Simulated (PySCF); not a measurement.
C3H9N, charge -1, sextet, at the geometry of the source list (a state made from the parent by changing its charge; the spin is typed, not shown lowest) (in this run its highest filled SCF level lies above zero, so its values depend strongly on the basis, on diffuse functions most of all); PBE/STO-3G (PySCF).

The PySCF input:
```python
from pyscf import gto, scf, dft

mol = gto.M(
    atom='''
C    -0.35760000    1.30020000    0.29480000
N    -0.13680000   -0.12320000    0.43870000
C     1.26680000   -0.45270000    0.30920000
C    -0.94200000   -0.87700000   -0.49870000
H    -0.06670000    1.67800000   -0.69890000
H     0.22140000    1.82880000    1.05040000
H    -1.41340000    1.51470000    0.45250000
H     1.67370000   -0.20010000   -0.68350000
H     1.39910000   -1.52030000    0.47740000
H     1.83160000    0.09110000    1.06470000
H    -0.69290000   -0.65480000   -1.54910000
H    -0.79050000   -1.94100000   -0.32350000
H    -1.99270000   -0.64360000   -0.33410000
''',
    basis='sto-3g',
    charge=-1,
    spin=5,
    verbose=4,
)

mf = dft.UKS(mol)
mf.xc = 'pbe'
mf.kernel()
```

The log (banner, timings and long lists left out):

```
PySCF version 2.14.0

[INPUT] verbose = 4
[INPUT] num. atoms = 13
[INPUT] num. electrons = 35
[INPUT] charge = -1
[INPUT] spin (= nelec alpha-beta = 2S) = 5
[INPUT] symmetry False subgroup None
[INPUT] Mole.unit = angstrom
[INPUT] Symbol           X                Y                Z      unit          X                Y                Z       unit  Magmom
[...]
nuclear repulsion = 139.207885498508
number of shells = 21
number of NR pGTOs = 87
number of NR cGTOs = 29
basis = sto-3g
ecp = {}

******** <class 'pyscf.dft.uks.UKS'> ********
method = UKS
initial guess = minao
damping factor = 0
level_shift factor = 0
DIIS = <class 'pyscf.scf.diis.CDIIS'>
diis_start_cycle = 1
diis_space = 8
diis_damp = 0
SCF conv_tol = 1e-09
SCF conv_tol_grad = None
SCF max_cycles = 50
direct_scf = True
direct_scf_tol = 1e-13
number electrons alpha = 20  beta = 15
XC library pyscf.dft.libxc version 7.1.2
    S. Lehtola, C. Steigemann, M. J. T. Oliveira, and M. A. L. Marques,  SoftwareX 7, 1–5 (2018)
XC functionals = pbe
    J. P. Perdew, K. Burke, and M. Ernzerhof,  Phys. Rev. Lett. 77, 3865 (1996)
    J. P. Perdew, K. Burke, and M. Ernzerhof,  Phys. Rev. Lett. 78, 1396 (1997)
    J. P. Perdew, K. Burke, and M. Ernzerhof,  Phys. Rev. Lett. 77, 3865 (1996)
    J. P. Perdew, K. Burke, and M. Ernzerhof,  Phys. Rev. Lett. 78, 1396 (1997)
radial grids:
    Treutler-Ahlrichs [JCP 102, 346 (1995); DOI:10.1063/1.469408] (M4) radial grids

becke partition: Becke, JCP 88, 2547 (1988); DOI:10.1063/1.454033
pruning grids: <function nwchem_prune>
grids dens level: 3
symmetrized grids: False
atomic radii adjust function: <function treutler_atomic_radii_adjust>
small_rho_cutoff = 0
Set gradient conv threshold to 3.16228e-05
tot grids = 144528
init E= -172.230756356471

cycle= 1 E= -170.516658840133  delta_E= 1.71  |g|= 0.463  |ddm|= 4.65

cycle= 2 E= -169.787133165631  delta_E= 0.73  |g|= 0.999  |ddm|= 5.35

cycle= 3 E= -170.527267976831  delta_E= -0.74  |g|= 0.367  |ddm|= 5.26

cycle= 4 E= -170.512718649592  delta_E= 0.0145  |g|= 0.384  |ddm|= 2.84

cycle= 5 E= -170.6603005381  delta_E= -0.148  |g|= 0.126  |ddm|= 2.03

cycle= 6 E= -170.651340424549  delta_E= 0.00896  |g|= 0.154  |ddm|= 1.39

cycle= 7 E= -170.669992637768  delta_E= -0.0187  |g|= 0.078  |ddm|= 1.26

cycle= 8 E= -170.675278164955  delta_E= -0.00529  |g|= 0.0335  |ddm|= 0.545

cycle= 9 E= -170.676540441642  delta_E= -0.00126  |g|= 0.0154  |ddm|= 0.325

cycle= 10 E= -170.676817787137  delta_E= -0.000277  |g|= 0.00584  |ddm|= 0.123

cycle= 11 E= -170.676856541539  delta_E= -3.88e-05  |g|= 0.00351  |ddm|= 0.0402

cycle= 12 E= -170.676870232372  delta_E= -1.37e-05  |g|= 0.00266  |ddm|= 0.0288

cycle= 13 E= -170.676875588529  delta_E= -5.36e-06  |g|= 0.0026  |ddm|= 0.0169

cycle= 14 E= -170.676879902515  delta_E= -4.31e-06  |g|= 0.00293  |ddm|= 0.0235

cycle= 15 E= -170.676891947694  delta_E= -1.2e-05  |g|= 0.00243  |ddm|= 0.0344

cycle= 16 E= -170.67690921402  delta_E= -1.73e-05  |g|= 0.00196  |ddm|= 0.0637

cycle= 17 E= -170.67692391451  delta_E= -1.47e-05  |g|= 0.00215  |ddm|= 0.0986

cycle= 18 E= -170.67692616461  delta_E= -2.25e-06  |g|= 0.00226  |ddm|= 0.067

cycle= 19 E= -170.676930451832  delta_E= -4.29e-06  |g|= 0.000753  |ddm|= 0.0547

cycle= 20 E= -170.676933041086  delta_E= -2.59e-06  |g|= 0.000389  |ddm|= 0.0337

cycle= 21 E= -170.676933884523  delta_E= -8.43e-07  |g|= 0.000281  |ddm|= 0.0194

cycle= 22 E= -170.676934182131  delta_E= -2.98e-07  |g|= 0.000312  |ddm|= 0.0163

cycle= 23 E= -170.676934209285  delta_E= -2.72e-08  |g|= 0.000233  |ddm|= 0.00624

cycle= 24 E= -170.676934305687  delta_E= -9.64e-08  |g|= 5.19e-05  |ddm|= 0.00562

cycle= 25 E= -170.676934312392  delta_E= -6.7e-09  |g|= 1.44e-05  |ddm|= 0.00186

cycle= 26 E= -170.676934312638  delta_E= -2.46e-10  |g|= 1.1e-05  |ddm|= 0.000646

Extra cycle  E= -170.676934310819  delta_E= 1.82e-09  |g|= 4.29e-05  |ddm|= 0.000246
converged SCF energy = -170.676934310819  <S^2> = 8.7525988  2S+1 = 6.0008662
```
